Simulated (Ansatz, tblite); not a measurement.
# The cluster SiW3: removing and adding an electron

Aim: the energy of removing and adding an electron for the cluster SiW3, by energy differences, and how well orbital energies stand in for it.

The runs use Ansatz 0.2.0, Gaussian basis; as each input shows.

Levels to be run: charge +1 doublet, at the geometry of the singlet (PBE0-D4/def2-TZVP, PBE-D4/def2-TZVP, r2SCAN-D4/def2-TZVP); charge -1 doublet, at the geometry of the singlet (PBE0-D4/def2-TZVPD, PBE-D4/def2-TZVPD, r2SCAN-D4/def2-TZVPD); the starting singlet's energies come from earlier runs.

2 further runs of the same task are left out: 2 set aside as unsound or not needed. Runs told in other sessions of the task aren't counted.

## 1. The geometry

The geometry is that of the singlet, from an earlier relaxation (PBE-D4/def2-SVP). At that level it is the lowest of the isomers that a small search found.

4 atoms, charge 0, spin multiplicity 1.

Atoms are counted from 1 here; the program's logs count them from 0.

Bond lengths: W1–Si4 2.538 Å, W2–Si4 2.538 Å, W3–Si4 2.538 Å. Angles: W1–Si4–W2 54.4°, W1–Si4–W3 54.4°, W2–Si4–W3 54.4°.

W takes a core potential in the def2 sets. No spin-orbit coupling is included.

## 2. Charge +1 doublet at the fixed geometry, first pass, PBE0-D4/def2-SVP

in.yaml

```yaml
crystal:
  periodic: [false, false, false]
  atoms:
    - {symbol: W, position_ang: [-0.033235, -1.441642, -0.092127]}
    - {symbol: W, position_ang: [-0.472342, 0.348514, 1.320350]}
    - {symbol: W, position_ang: [1.388428, 0.394350, -0.068147]}
    - {symbol: Si, position_ang: [-0.882851, 0.698789, -1.160067]}
basis:
  gaussian: {orbitals: def2-SVP}
total_charge: 1
magnetization: {spin_polarized: true, initial_magnetization: 1}
hamiltonian: {xc: pbe0, dispersion: d4}
output: {orbitals: {seedname: orbitals}}
```

The run is started by

```
> ansatz run in.yaml --threads 4 --pin off --events-out ev --progress --plain --max-ram 3916MiB
```

Log:

```text
Functional definition: PBE0
  name "PBE0"
  cite "Adamo & Barone, J. Chem. Phys. 110, 6158 (1999) doi:10.1063/1.478522"
  cite "Perdew, Burke & Ernzerhof, Phys. Rev. Lett. 77, 3865 (1996) doi:10.1103/PhysRevLett.77.3865"
  parent pbe
  parameter a = 0.25
  parameter kappa = 0.804
  parameter beta = 0.06672455060314922
  exchange = (1 - a)*pbe_x(kappa = kappa, mu = beta*pi^2/3) + a*exact_x
  correlation = pbe_c(beta = beta)
1117 factors; integrals over basis functions are off by at most 7.9e-4 eV
mean field evaluation 1: about -13316.4755 eV, gradient 6.7e1 eV
mean field evaluation 2: about -13179.1285 eV, gradient 1.7e2 eV
mean field evaluation 4: about -13329.6236 eV, gradient 3.5e1 eV
mean field evaluation 8: about -13336.7978 eV, gradient 4.2e-1 eV
mean field evaluation 16: about -13336.9329 eV, gradient 1.6e-2 eV
mean field evaluation 32: about -13337.1431 eV, gradient 5.1e-3 eV
mean field evaluation 64: about -13337.1431 eV, gradient 3.5e-4 eV
mean field -13337.14310739 eV, -490.1309689562 hartree, gradient 7.0e-6 eV, S^2 0.796958; 8 other end points of the search recorded, 0 dependent functions left out
reference -13337.14313875 eV, -490.1309701087 hartree; 28, 27 occupied and 86, 87 virtual orbitals, 1117 factors
Total energy: -13337.35170352 eV, -490.1386347228 hartree
```

Run time: 31 s. Hardware: 4 threads of Arm Neoverse V2, shared host.

From the report: HOMO -9.98 eV, LUMO -8.16 eV (over both spins); ⟨S²⟩ 0.797 (pure: 0.75); the next solution that the search met lies 0.030 eV higher.

## 3. Charge +1 doublet at the fixed geometry, PBE0-D4/def2-TZVP

start.molden holds the orbitals of an earlier run on this state, given as this run's starting guess.

Edit in.yaml of step 2 so:

```diff
@@ -8,3 +8,3 @@
 basis:
-  gaussian: {orbitals: def2-SVP}
+  gaussian: {orbitals: def2-TZVP, initial_orbitals: start.molden}
 total_charge: 1
@@ -12,2 +12,3 @@
 hamiltonian: {xc: pbe0, dispersion: d4}
+scf: {omitted_lower_state_checks: [starts]}
 output: {orbitals: {seedname: orbitals}}
```

The command is unchanged.

Log, cut to the lines that bear on the results:

```text
Functional definition: PBE0
  name "PBE0"
  cite "Adamo & Barone, J. Chem. Phys. 110, 6158 (1999) doi:10.1063/1.478522"
  cite "Perdew, Burke & Ernzerhof, Phys. Rev. Lett. 77, 3865 (1996) doi:10.1103/PhysRevLett.77.3865"
  parent pbe
[...]
1468 factors; their error is unknown
[...]
mean field -13340.92109549 eV, -490.2698074581 hartree, gradient 8.9e-6 eV, S^2 0.808729; 0 other end points of the search recorded, 0 dependent functions left out
reference -13340.92112381 eV, -490.2698084988 hartree; 28, 27 occupied and 129, 130 virtual orbitals, 1468 factors
Total energy: -13341.12968858 eV, -490.2774731129 hartree
Checks for a lower state left out: starts
```

Wall time 17 s (4 threads of Arm Neoverse V2, shared host); peak memory 0.83 GiB.

HOMO -9.85 eV, LUMO -8.02 eV (over both spins); ⟨S²⟩ 0.809 (pure: 0.75).

## 4. Charge +1 doublet at the fixed geometry, PBE-D4/def2-TZVP

Edit in.yaml of step 3 so:

```diff
@@ -11,3 +11,3 @@
 magnetization: {spin_polarized: true, initial_magnetization: 1}
-hamiltonian: {xc: pbe0, dispersion: d4}
+hamiltonian: {xc: pbe, dispersion: d4}
 scf: {omitted_lower_state_checks: [starts]}
```

The command is unchanged.

Log:

```text
Functional definition: PBE
  name "PBE"
  cite "Perdew, Burke & Ernzerhof, Phys. Rev. Lett. 77, 3865 (1996) doi:10.1103/PhysRevLett.77.3865"
  parent pbe
  parameter kappa = 0.804
  parameter beta = 0.06672455060314922
  exchange = pbe_x(kappa = kappa, mu = beta*pi^2/3)
  correlation = pbe_c(beta = beta)
these checks for a lower state are left out or cut short: starts
1224 factors; their error is unknown
mean field evaluation 1: about -13345.8462 eV, gradient 6.4e0 eV
mean field evaluation 2: about -13345.9991 eV, gradient 2.8e-1 eV
mean field evaluation 4: about -13346.0123 eV, gradient 4.2e-2 eV
mean field evaluation 8: about -13345.9998 eV, gradient 3.8e-5 eV
mean field evaluation 16: about -13345.9998 eV, gradient 5.0e-5 eV
mean field -13345.99977030 eV, -490.4564453150 hartree, gradient 2.6e-6 eV, S^2 0.761130; 0 other end points of the search recorded, 0 dependent functions left out
reference -13345.99980776 eV, -490.4564466915 hartree; 28, 27 occupied and 129, 130 virtual orbitals, 1224 factors
Total energy: -13346.24537414 eV, -490.4654710898 hartree
Checks for a lower state left out: starts
```

It took 12 s on 4 threads of Arm Neoverse V2, shared host.

From the report: HOMO -9.15 eV, LUMO -9.03 eV (over both spins); ⟨S²⟩ 0.761 (pure: 0.75).

## 5. Charge +1 doublet at the fixed geometry, r2SCAN-D4/def2-TZVP

Edit in.yaml of step 4 so:

```diff
@@ -11,3 +11,3 @@
 magnetization: {spin_polarized: true, initial_magnetization: 1}
-hamiltonian: {xc: pbe, dispersion: d4}
+hamiltonian: {xc: r2scan, dispersion: d4}
 scf: {omitted_lower_state_checks: [starts]}
```

Launched as before.

Log, cut to the lines that bear on the results:

```text
Functional definition: r2SCAN
  name "r2SCAN"
  cite "Furness, Kaplan, Ning, Perdew & Sun, J. Phys. Chem. Lett. 11, 8208 (2020) doi:10.1021/acs.jpclett.0c02405"
  cite "Furness, Kaplan, Ning, Perdew & Sun, J. Phys. Chem. Lett. 11, 9248 (2020) doi:10.1021/acs.jpclett.0c03077"
  parent r2scan
[...]
1224 factors; their error is unknown
[...]
mean field -13347.62631078 eV, -490.5162195752 hartree, gradient 6.1e-6 eV, S^2 0.798527; 0 other end points of the search recorded, 0 dependent functions left out
reference -13347.62632844 eV, -490.5162202243 hartree; 28, 27 occupied and 129, 130 virtual orbitals, 1224 factors
Total energy: -13347.66472021 eV, -490.5176310955 hartree
Checks for a lower state left out: starts
```

Wall time 31 s (4 threads of Arm Neoverse V2, shared host); peak memory 0.57 GiB.

From the report: HOMO -9.21 eV, LUMO -8.71 eV (over both spins); ⟨S²⟩ 0.799 (pure: 0.75).

## 6. Vertical ionisation energy

Charged state less starting state, singlet to doublet; the starting state's energies are those of its earlier runs.

| level | vertical ionisation energy (eV) | time |
| --- | --- | --- |
| PBE-D4/def2-TZVP | +6.72 | 14 s |
| r2SCAN-D4/def2-TZVP | +6.59 | 36 s |
| PBE0-D4/def2-TZVP | +6.56 | 21 s |

Times add the two runs; a level without a time comes out of a correlated run.

Beside −ε(HOMO) of the starting state:

| level | −ε(HOMO) (eV) | by difference (eV) | mismatch (eV) |
| --- | --- | --- | --- |
| PBE-D4/def2-TZVP | 4.42 | 6.72 | -2.30 |
| r2SCAN-D4/def2-TZVP | 4.50 | 6.59 | -2.09 |
| PBE0-D4/def2-TZVP | 5.09 | 6.56 | -1.47 |

## 7. Charge -1 doublet at the fixed geometry, first pass, PBE0-D4/def2-SVP

Edit in.yaml of step 5 so:

```diff
@@ -8,7 +8,6 @@
 basis:
-  gaussian: {orbitals: def2-TZVP, initial_orbitals: start.molden}
-total_charge: 1
+  gaussian: {orbitals: def2-SVP}
+total_charge: -1
 magnetization: {spin_polarized: true, initial_magnetization: 1}
-hamiltonian: {xc: r2scan, dispersion: d4}
-scf: {omitted_lower_state_checks: [starts]}
+hamiltonian: {xc: pbe0, dispersion: d4}
 output: {orbitals: {seedname: orbitals}}
```

Same command.

Log, cut to the lines that bear on the results:

```text
Functional definition: PBE0
  name "PBE0"
  cite "Adamo & Barone, J. Chem. Phys. 110, 6158 (1999) doi:10.1063/1.478522"
  cite "Perdew, Burke & Ernzerhof, Phys. Rev. Lett. 77, 3865 (1996) doi:10.1103/PhysRevLett.77.3865"
  parent pbe
[...]
1117 factors; integrals over basis functions are off by at most 7.9e-4 eV
[...]
mean field -13344.68539471 eV, -490.4081429031 hartree, gradient 3.6e-6 eV, S^2 0.774037; 11 other end points of the search recorded, 0 dependent functions left out
reference -13344.68541836 eV, -490.4081437721 hartree; 29, 28 occupied and 85, 86 virtual orbitals, 1117 factors
Total energy: -13344.92924068 eV, -490.4171040771 hartree
```

Wall time 55 s (4 threads of Arm Neoverse V2, shared host).

From the report: HOMO 0.41 eV, LUMO 1.70 eV (over both spins); ⟨S²⟩ 0.774 (pure: 0.75); the next solution that the search met lies 0.001 eV higher. Doubts: highest occupied level lies above zero.

## 8. Charge -1 doublet at the fixed geometry, PBE0-D4/def2-TZVPD

Edit in.yaml of step 7 so:

```diff
@@ -8,3 +8,3 @@
 basis:
-  gaussian: {orbitals: def2-SVP}
+  gaussian: {orbitals: def2-TZVPD, initial_orbitals: start.molden}
 total_charge: -1
@@ -12,2 +12,3 @@
 hamiltonian: {xc: pbe0, dispersion: d4}
+scf: {omitted_lower_state_checks: [starts]}
 output: {orbitals: {seedname: orbitals}}
```

Same command.

Log:

```text
Functional definition: PBE0
  name "PBE0"
  cite "Adamo & Barone, J. Chem. Phys. 110, 6158 (1999) doi:10.1063/1.478522"
  cite "Perdew, Burke & Ernzerhof, Phys. Rev. Lett. 77, 3865 (1996) doi:10.1103/PhysRevLett.77.3865"
  parent pbe
  parameter a = 0.25
  parameter kappa = 0.804
  parameter beta = 0.06672455060314922
  exchange = (1 - a)*pbe_x(kappa = kappa, mu = beta*pi^2/3) + a*exact_x
  correlation = pbe_c(beta = beta)
these checks for a lower state are left out or cut short: starts
1544 factors; their error is unknown
mean field evaluation 1: about -13347.3094 eV, gradient 5.8e1 eV
mean field evaluation 2: about -13348.3305 eV, gradient 1.6e0 eV
mean field evaluation 4: about -13348.4324 eV, gradient 1.6e-1 eV
mean field evaluation 8: about -13348.4332 eV, gradient 3.2e-4 eV
mean field -13348.43323781 eV, -490.5458735963 hartree, gradient 9.9e-6 eV, S^2 0.778005; 0 other end points of the search recorded, 0 dependent functions left out
reference -13348.43326511 eV, -490.5458745997 hartree; 29, 28 occupied and 143, 144 virtual orbitals, 1544 factors
Total energy: -13348.67708743 eV, -490.5548349048 hartree
Checks for a lower state left out: starts
```

Run time: 21 s. Hardware: 4 threads of Arm Neoverse V2, shared host; peak memory 0.95 GiB.

From the report: HOMO 0.27 eV, LUMO 1.55 eV (over both spins); ⟨S²⟩ 0.778 (pure: 0.75). Doubts: highest occupied level lies above zero.

## 9. Charge -1 doublet at the fixed geometry, PBE-D4/def2-TZVPD

Edit in.yaml of step 8 so:

```diff
@@ -11,3 +11,3 @@
 magnetization: {spin_polarized: true, initial_magnetization: 1}
-hamiltonian: {xc: pbe0, dispersion: d4}
+hamiltonian: {xc: pbe, dispersion: d4}
 scf: {omitted_lower_state_checks: [starts]}
```

Launched as before.

Log:

```text
Functional definition: PBE
  name "PBE"
  cite "Perdew, Burke & Ernzerhof, Phys. Rev. Lett. 77, 3865 (1996) doi:10.1103/PhysRevLett.77.3865"
  parent pbe
  parameter kappa = 0.804
  parameter beta = 0.06672455060314922
  exchange = pbe_x(kappa = kappa, mu = beta*pi^2/3)
  correlation = pbe_c(beta = beta)
these checks for a lower state are left out or cut short: starts
1313 factors; their error is unknown
mean field evaluation 1: about -13353.5260 eV, gradient 6.4e0 eV
mean field evaluation 2: about -13353.6668 eV, gradient 2.5e-1 eV
mean field evaluation 4: about -13353.6578 eV, gradient 7.3e-2 eV
mean field evaluation 8: about -13353.6581 eV, gradient 1.5e-2 eV
mean field evaluation 16: about -13353.6581 eV, gradient 1.8e-4 eV
mean field -13353.65806526 eV, -490.7378824637 hartree, gradient 5.0e-6 eV, S^2 0.756828; 0 other end points of the search recorded, 0 dependent functions left out
reference -13353.65810091 eV, -490.7378837739 hartree; 29, 28 occupied and 143, 144 virtual orbitals, 1313 factors
Total energy: -13353.94516725 eV, -490.7484332674 hartree
Checks for a lower state left out: starts
```

It took 33 s on 4 threads of Arm Neoverse V2, shared host.

HOMO 0.89 eV, LUMO 0.95 eV (over both spins); ⟨S²⟩ 0.757 (pure: 0.75). Doubts: highest occupied level lies above zero.

## 10. Charge -1 doublet at the fixed geometry, r2SCAN-D4/def2-TZVPD

Edit in.yaml of step 9 so:

```diff
@@ -11,3 +11,3 @@
 magnetization: {spin_polarized: true, initial_magnetization: 1}
-hamiltonian: {xc: pbe, dispersion: d4}
+hamiltonian: {xc: r2scan, dispersion: d4}
 scf: {omitted_lower_state_checks: [starts]}
```

Launched as before.

Log, cut to the lines that bear on the results:

```text
Functional definition: r2SCAN
  name "r2SCAN"
  cite "Furness, Kaplan, Ning, Perdew & Sun, J. Phys. Chem. Lett. 11, 8208 (2020) doi:10.1021/acs.jpclett.0c02405"
  cite "Furness, Kaplan, Ning, Perdew & Sun, J. Phys. Chem. Lett. 11, 9248 (2020) doi:10.1021/acs.jpclett.0c03077"
  parent r2scan
[...]
1313 factors; their error is unknown
[...]
mean field -13355.24615949 eV, -490.7962438504 hartree, gradient 6.5e-6 eV, S^2 0.795395; 0 other end points of the search recorded, 0 dependent functions left out
reference -13355.24620061 eV, -490.7962453614 hartree; 29, 28 occupied and 143, 144 virtual orbitals, 1313 factors
Total energy: -13355.29105182 eV, -490.7978936129 hartree
Checks for a lower state left out: starts
```

Run time: 54 s. Hardware: 4 threads of Arm Neoverse V2, shared host; peak memory 0.65 GiB.

From the report: HOMO 0.68 eV, LUMO 0.97 eV (over both spins); ⟨S²⟩ 0.795 (pure: 0.75). Doubts: highest occupied level lies above zero.

## 11. Vertical electron affinity

Starting state less charged state (positive: the electron is bound), singlet to doublet; the starting state's energies are those of its earlier runs.

| level | vertical electron affinity (eV) | time |
| --- | --- | --- |
| PBE-D4/def2-TZVPD | +0.96 | 35 s |
| r2SCAN-D4/def2-TZVPD | +1.02 | 60 s |
| PBE0-D4/def2-TZVPD | +0.97 | 24 s |

Times add the two runs; a level without a time comes out of a correlated run.

Beside −ε(LUMO) of the starting state:

| level | −ε(LUMO) (eV) | by difference (eV) | mismatch (eV) |
| --- | --- | --- | --- |
| PBE-D4/def2-TZVPD | 2.97 | 0.96 | +2.01 |
| r2SCAN-D4/def2-TZVPD | 2.83 | 1.02 | +1.80 |
| PBE0-D4/def2-TZVPD | 2.23 | 0.97 | +1.26 |

## 12. What came out

| quantity | value |
| --- | --- |
| vertical ionisation energy, functionals in def2-TZVP | 6.56 (PBE0-D4) to 6.72 eV (PBE-D4) |
| vertical electron affinity, functionals in def2-TZVPD | 0.96 (PBE-D4) to 1.02 eV (r2SCAN-D4) |

What this shows: The vertical ionisation energy spans 6.56 to 6.72 eV over the functionals. −ε(HOMO) misses the level's own difference by -1.47 eV at best (PBE0-D4) and -2.30 eV at worst (PBE-D4). The vertical electron affinity spans 0.96 to 1.02 eV over the functionals. The anion's highest level lies above zero where self-interaction lifts it, so diffuse functions weigh on these values. −ε(LUMO) misses the level's own difference by +1.26 eV at best (PBE0-D4) and +2.01 eV at worst (PBE-D4). The charged states' spins were chosen beforehand and needn't be their lowest.

The anion's highest level is positive in at least one run, so there the basis alone may hold the extra electron.
